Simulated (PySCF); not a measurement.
Molecule: `C(=C/C)/C#N`, C4H5N.

Molfile (atoms numbered from 1):
```
C4H5N
     RDKit          3D

 10  9  0  0  0  0  0  0  0  0999 V2000
   -1.1820   -0.3670    0.3861 C   0  0  0  0  0  0  0  0  0  0  0  0
   -0.1189    0.6706    0.3898 C   0  0  0  0  0  0  0  0  0  0  0  0
    1.0788    0.5797   -0.2136 C   0  0  0  0  0  0  0  0  0  0  0  0
    1.4884   -0.5686   -0.9557 C   0  0  0  0  0  0  0  0  0  0  0  0
    1.8202   -1.5017   -1.5606 N   0  0  0  0  0  0  0  0  0  0  0  0
   -1.4600   -0.6378    1.4178 H   0  0  0  0  0  0  0  0  0  0  0  0
   -0.8723   -1.2766   -0.1467 H   0  0  0  0  0  0  0  0  0  0  0  0
   -2.0968    0.0241   -0.0895 H   0  0  0  0  0  0  0  0  0  0  0  0
   -0.3305    1.5987    0.9327 H   0  0  0  0  0  0  0  0  0  0  0  0
    1.7975    1.4018   -0.1559 H   0  0  0  0  0  0  0  0  0  0  0  0
  1  2  1  0
  2  3  2  0
  3  4  1  0
  4  5  3  0
  1  6  1  0
  1  7  1  0
  1  8  1  0
  2  9  1  0
  3 10  1  0
M  END
```

Spin–spin couplings on one PBE0-D3(BJ)/def2-SVP geometry, PySCF 2.14, gas phase, non-relativistic, equivalent pairs averaged (spin–dipole term only in couplings to heteroatoms); isotopes 13C, 1H, 15N; functional B3LYP.

How do the couplings (Hz) change with the basis set? Times are CPU seconds on shared hosts with different chips, so compare them loosely. Far from the basis limit: 6-31G-J, pcJ-0, 6-31G*, def2-TZVP, cc-pVTZ.

Answers


| basis set | functions | 1J(C3,H10) | 1J(C2,H9) | 1J(C1,H6) | 1J(C3,C4) | 1J(C2,C3) | 1J(C1,C2) | 1J(C4,N5) | core-s |
| --- | --- | --- | --- | --- | --- | --- | --- | --- | --- |
| 6-31G-J | 80 | 187.3 | 170.4 | 139.3 | 89.1 | 80.0 | 45.8 | -9.9 | 3.7 |
| pcJ-0 | 80 | 162.6 | 146.7 | 116.9 | 70.1 | 59.8 | 34.5 | 3.3 | 3.5 |
| 6-31G* | 80 | 178.4 | 163.2 | 145.4 | 99.6 | 95.9 | 58.0 | -20.3 | 5 |
| pcJ-1 | 185 | 181.9 | 164.9 | 135.5 | 90.0 | 79.1 | 45.7 | -19.9 | 9.8 |
| def2-TZVP | 185 | 173.4 | 158.0 | 127.9 | 87.6 | 78.1 | 43.7 | -16.5 | 11 |
| cc-pVTZ | 220 | 163.9 | 150.0 | 119.6 | 81.4 | 87.1 | 34.7 | -42.7 | 18 |
| aug-cc-pVTZ-J | 330 | 183.9 | 167.6 | 136.4 | 86.2 | 76.1 | 43.2 | -18.0 | 28 |

The Fermi-contact term samples the wavefunction at the nucleus, which is why sets with added tight s functions (names with J) are made for couplings.
